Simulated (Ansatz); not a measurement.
## Molecular dynamics of H8Si3

Input file:

```yaml
crystal:
  periodic: [false, false, false]
  atoms:
    - { symbol: Si, position_ang: [0.169407, 0.083159, -0.007672] }
    - { symbol: Si, position_ang: [-0.046265, -0.125047, 2.335724] }
    - { symbol: H, position_ang: [-1.491314, -0.307786, 2.711744] }
    - { symbol: H, position_ang: [0.732177, -1.303888, 2.851789] }
    - { symbol: H, position_ang: [0.462094, 1.116173, 3.016731] }
    - { symbol: H, position_ang: [1.619003, 0.302067, -0.356837] }
    - { symbol: Si, position_ang: [-1.122738, 1.87097, -0.853002] }
    - { symbol: H, position_ang: [-2.582606, 1.628515, -0.581959] }
    - { symbol: H, position_ang: [-0.728411, 3.160392, -0.185508] }
    - { symbol: H, position_ang: [-0.932488, 2.025057, -2.337274] }
    - { symbol: H, position_ang: [-0.261358, -1.201013, -0.668237] }
basis:
  gaussian: { orbitals: "6-31G" }
hamiltonian:
  xc: r2scan
md:
  timestep: 0.5
  n_steps: 150
  ensemble: nvt_langevin
  temperature: 200.0
  initial_velocities: maxwell_boltzmann
  seed: 221366
  friction: 0.02
```

Run as:

```bash
$ ansatz run input.yaml --threads 1 --pin off --max-ram 2048MiB --backend cpu --events-out ev --progress --plain --runs-dir out
```

It starts from a relaxed structure.

Output, in part (one step line in 3, the closing report, with atoms numbered from 0):

```
md step     0: t =     0.00 fs  T =   181.8 K  F+E_penalty+E_count = -23756.95819026 eV  E_kin = 0.258520 eV  (21 SCF iters)
md step     3: t =     1.50 fs  T =   157.3 K  F+E_penalty+E_count = -23756.92308414 eV  E_kin = 0.223719 eV  (22 SCF iters)
md step     6: t =     3.00 fs  T =   107.4 K  F+E_penalty+E_count = -23756.86290080 eV  E_kin = 0.152669 eV  (19 SCF iters)
md step     9: t =     4.50 fs  T =   104.4 K  F+E_penalty+E_count = -23756.83806074 eV  E_kin = 0.148478 eV  (19 SCF iters)
md step    12: t =     6.00 fs  T =   106.4 K  F+E_penalty+E_count = -23756.85319267 eV  E_kin = 0.151282 eV  (19 SCF iters)
md step    15: t =     7.50 fs  T =   151.6 K  F+E_penalty+E_count = -23756.87930996 eV  E_kin = 0.215535 eV  (22 SCF iters)
md step    18: t =     9.00 fs  T =   148.4 K  F+E_penalty+E_count = -23756.86637355 eV  E_kin = 0.210974 eV  (22 SCF iters)
md step    21: t =    10.50 fs  T =   117.4 K  F+E_penalty+E_count = -23756.79657982 eV  E_kin = 0.166906 eV  (22 SCF iters)
md step    24: t =    12.00 fs  T =    97.2 K  F+E_penalty+E_count = -23756.74970781 eV  E_kin = 0.138186 eV  (19 SCF iters)
md step    27: t =    13.50 fs  T =   142.3 K  F+E_penalty+E_count = -23756.78198976 eV  E_kin = 0.202313 eV  (23 SCF iters)
md step    30: t =    15.00 fs  T =   168.7 K  F+E_penalty+E_count = -23756.80365298 eV  E_kin = 0.239865 eV  (22 SCF iters)
md step    33: t =    16.50 fs  T =   134.9 K  F+E_penalty+E_count = -23756.75867060 eV  E_kin = 0.191765 eV  (22 SCF iters)
md step    36: t =    18.00 fs  T =    95.1 K  F+E_penalty+E_count = -23756.70201615 eV  E_kin = 0.135168 eV  (19 SCF iters)
md step    39: t =    19.50 fs  T =    83.2 K  F+E_penalty+E_count = -23756.69042955 eV  E_kin = 0.118328 eV  (19 SCF iters)
md step    42: t =    21.00 fs  T =   106.1 K  F+E_penalty+E_count = -23756.72958677 eV  E_kin = 0.150921 eV  (22 SCF iters)
md step    45: t =    22.50 fs  T =    94.4 K  F+E_penalty+E_count = -23756.76751544 eV  E_kin = 0.134180 eV  (22 SCF iters)
md step    48: t =    24.00 fs  T =   101.0 K  F+E_penalty+E_count = -23756.77192943 eV  E_kin = 0.143586 eV  (22 SCF iters)
md step    51: t =    25.50 fs  T =    83.0 K  F+E_penalty+E_count = -23756.74718836 eV  E_kin = 0.117952 eV  (19 SCF iters)
md step    54: t =    27.00 fs  T =    75.4 K  F+E_penalty+E_count = -23756.73535418 eV  E_kin = 0.107277 eV  (19 SCF iters)
md step    57: t =    28.50 fs  T =    84.9 K  F+E_penalty+E_count = -23756.76157312 eV  E_kin = 0.120695 eV  (19 SCF iters)
md step    60: t =    30.00 fs  T =   126.0 K  F+E_penalty+E_count = -23756.79998393 eV  E_kin = 0.179127 eV  (22 SCF iters)
md step    63: t =    31.50 fs  T =   136.6 K  F+E_penalty+E_count = -23756.81406369 eV  E_kin = 0.194184 eV  (22 SCF iters)
md step    66: t =    33.00 fs  T =   133.4 K  F+E_penalty+E_count = -23756.80455350 eV  E_kin = 0.189655 eV  (19 SCF iters)
md step    69: t =    34.50 fs  T =   121.7 K  F+E_penalty+E_count = -23756.79305668 eV  E_kin = 0.172990 eV  (19 SCF iters)
md step    72: t =    36.00 fs  T =   131.2 K  F+E_penalty+E_count = -23756.79704977 eV  E_kin = 0.186568 eV  (19 SCF iters)
md step    75: t =    37.50 fs  T =   135.5 K  F+E_penalty+E_count = -23756.81645298 eV  E_kin = 0.192676 eV  (19 SCF iters)
md step    78: t =    39.00 fs  T =   140.1 K  F+E_penalty+E_count = -23756.83744746 eV  E_kin = 0.199159 eV  (22 SCF iters)
md step    81: t =    40.50 fs  T =   142.4 K  F+E_penalty+E_count = -23756.82960984 eV  E_kin = 0.202436 eV  (22 SCF iters)
md step    84: t =    42.00 fs  T =   124.6 K  F+E_penalty+E_count = -23756.79665272 eV  E_kin = 0.177199 eV  (22 SCF iters)
md step    87: t =    43.50 fs  T =   118.2 K  F+E_penalty+E_count = -23756.78890643 eV  E_kin = 0.168116 eV  (19 SCF iters)
md step    90: t =    45.00 fs  T =   162.4 K  F+E_penalty+E_count = -23756.83197132 eV  E_kin = 0.230911 eV  (22 SCF iters)
md step    93: t =    46.50 fs  T =   177.9 K  F+E_penalty+E_count = -23756.84477563 eV  E_kin = 0.252960 eV  (21 SCF iters)
md step    96: t =    48.00 fs  T =   135.7 K  F+E_penalty+E_count = -23756.79020179 eV  E_kin = 0.192877 eV  (22 SCF iters)
md step    99: t =    49.50 fs  T =    78.8 K  F+E_penalty+E_count = -23756.75386519 eV  E_kin = 0.112082 eV  (19 SCF iters)
md step   102: t =    51.00 fs  T =    83.2 K  F+E_penalty+E_count = -23756.77721963 eV  E_kin = 0.118302 eV  (19 SCF iters)
md step   105: t =    52.50 fs  T =   141.0 K  F+E_penalty+E_count = -23756.83202372 eV  E_kin = 0.200519 eV  (22 SCF iters)
md step   108: t =    54.00 fs  T =   149.9 K  F+E_penalty+E_count = -23756.85490817 eV  E_kin = 0.213182 eV  (22 SCF iters)
md step   111: t =    55.50 fs  T =   114.5 K  F+E_penalty+E_count = -23756.81881454 eV  E_kin = 0.162735 eV  (22 SCF iters)
md step   114: t =    57.00 fs  T =    89.4 K  F+E_penalty+E_count = -23756.76717015 eV  E_kin = 0.127110 eV  (19 SCF iters)
md step   117: t =    58.50 fs  T =    98.9 K  F+E_penalty+E_count = -23756.76758778 eV  E_kin = 0.140658 eV  (19 SCF iters)
md step   120: t =    60.00 fs  T =   143.2 K  F+E_penalty+E_count = -23756.82811008 eV  E_kin = 0.203554 eV  (22 SCF iters)
md step   123: t =    61.50 fs  T =   185.6 K  F+E_penalty+E_count = -23756.86672141 eV  E_kin = 0.263928 eV  (22 SCF iters)
md step   126: t =    63.00 fs  T =   180.3 K  F+E_penalty+E_count = -23756.83881591 eV  E_kin = 0.256425 eV  (22 SCF iters)
md step   129: t =    64.50 fs  T =   146.6 K  F+E_penalty+E_count = -23756.78432802 eV  E_kin = 0.208461 eV  (23 SCF iters)
md step   132: t =    66.00 fs  T =   136.3 K  F+E_penalty+E_count = -23756.75504427 eV  E_kin = 0.193738 eV  (19 SCF iters)
md step   135: t =    67.50 fs  T =   140.8 K  F+E_penalty+E_count = -23756.77637220 eV  E_kin = 0.200261 eV  (19 SCF iters)
md step   138: t =    69.00 fs  T =   192.0 K  F+E_penalty+E_count = -23756.82377812 eV  E_kin = 0.272992 eV  (22 SCF iters)
md step   141: t =    70.50 fs  T =   208.8 K  F+E_penalty+E_count = -23756.82625230 eV  E_kin = 0.296915 eV  (22 SCF iters)
md step   144: t =    72.00 fs  T =   174.0 K  F+E_penalty+E_count = -23756.75693479 eV  E_kin = 0.247421 eV  (22 SCF iters)
md step   147: t =    73.50 fs  T =   129.5 K  F+E_penalty+E_count = -23756.67756508 eV  E_kin = 0.184137 eV  (22 SCF iters)
md step   150: t =    75.00 fs  T =   129.5 K  F+E_penalty+E_count = -23756.68456781 eV  E_kin = 0.184062 eV  (22 SCF iters)
Total energy: -23756.68458052 eV, -873.0420554749 hartree
Atom 0 at     0.239750     0.144487     0.000685 Å, force    -0.518523     0.455207     0.842240 eV/Å
Atom 1 at    -0.027382    -0.079264     2.382288 Å, force     1.350042    -0.345693    -1.154991 eV/Å
Atom 2 at    -1.430048     0.075046     2.611958 Å, force    -1.505706    -0.238079     0.356076 eV/Å
Atom 3 at     0.564959    -1.440554     2.729654 Å, force    -0.277713     0.371915     0.210029 eV/Å
Atom 4 at     0.574224     1.040675     3.131474 Å, force     0.470177     0.235628     0.283814 eV/Å
Atom 5 at     1.668187     0.325463    -0.382139 Å, force     0.187273    -0.176969    -0.203719 eV/Å
Atom 6 at    -1.164293     1.791661    -0.939785 Å, force     1.247464     0.141882    -0.636772 eV/Å
Atom 7 at    -2.533002     1.456644    -0.596981 Å, force    -0.976064    -0.079782     0.316989 eV/Å
Atom 8 at    -0.791721     3.201955    -0.548189 Å, force    -0.154111    -0.100533    -0.060616 eV/Å
Atom 9 at    -1.027099     1.613195    -2.451277 Å, force    -0.063649     0.214878     0.307306 eV/Å
Atom 10 at    -0.436550    -1.073804    -0.523059 Å, force     0.240809    -0.478453    -0.260356 eV/Å
Dipole moment:     0.017444    -0.007480     0.064005 e Å
```

All steps were run. The mean temperature of the second half is 30 % below the set value. A run of 0.075 ps of so small a system gives no equilibrium averages. Limits of this set-up: no polarisation functions.

The same pairs are bonded in the first frame and the last. Pairs count as bonded within 1.25 times the sum of covalent radii (0.12 Å more for H–H).

Last frame:

```xyz
11
Properties=species:S:1:pos:R:3
Si 0.240 0.144 0.001
Si -0.027 -0.079 2.382
H -1.430 0.075 2.612
H 0.565 -1.441 2.730
H 0.574 1.041 3.131
H 1.668 0.326 -0.382
Si -1.164 1.792 -0.940
H -2.533 1.457 -0.597
H -0.792 3.202 -0.548
H -1.027 1.613 -2.451
H -0.437 -1.074 -0.523
```

The run took 20 min on 1 thread of AMD EPYC 7571, with other jobs on the host, peak memory 0.14 GiB.
